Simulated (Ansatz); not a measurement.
Basis sets compared for SiCl2H2 (SiH2Cl2). Total charge 0; singlet. Geometry PBE-D4/def2-TZVP. Ansatz on 4 threads of Arm Neoverse V2 on a shared host; times are rough, and most runs start from earlier orbitals.

Cartesian coordinates in Å:
```
Si 0.0315 0.1366 0.0172
Cl -1.8173 -0.6947 0.3599
Cl 1.3559 -1.3044 -0.6123
H 0.5326 0.7095 1.2932
H -0.1027 1.1530 -1.0581
```

B3LYP takes the VWN-RPA correlation.

Binding counts from free atoms (Si triplet, Cl doublet, H doublet) in the same basis, without a counterpoise term.

| level | functions | energy (Eh) | HOMO (eV) | LUMO (eV) | binding per atom (eV) | wall time |
| --- | --- | --- | --- | --- | --- | --- |
| PBE-D4/def2-SVP | 64 | -1210.2724 | -7.54 | -0.57 | 3.03 | 0.35 s |
| PBE-D4/def2-TZVP | 123 | -1210.7026 | -7.73 | -1.01 | 3.07 | 0.65 s |
| r2SCAN-D4/def2-TZVP (with forces) | 123 | -1211.1433 | -8.09 | -0.62 | 3.09 | 1.6 s |
| B3LYP-D4/6-31G | 43 | -1211.0928 | -8.97 | -0.73 | 2.51 | 0.35 s |
| B3LYP-D4/def2-TZVP | 123 | -1211.2880 | -8.86 | -0.29 | 3.04 | 0.75 s |
| PBE0-D4/def2-SVP | 64 | -1210.3819 | -8.98 | 0.37 | 3.01 | 0.45 s |
| PBE0-D4/def2-TZVP | 123 | -1210.8073 | -9.10 | -0.07 | 3.05 | 1 s |

Problem. Estimate the rows for PBE-D4/def2-TZVPD, r2SCAN-D4/def2-TZVPD, PBE0-D4/def2-TZVPD.

Solution. 
```csv
level,functions,energy (Eh),HOMO (eV),LUMO (eV),binding per atom (eV),wall time
PBE-D4/def2-TZVPD,153,-1210.7044,-7.78,-1.25,3.07,0.95 s
r2SCAN-D4/def2-TZVPD,153,-1211.1444,-8.12,-0.80,3.09,2 s
PBE0-D4/def2-TZVPD,153,-1210.8086,-9.14,-0.38,3.05,1.2 s
```
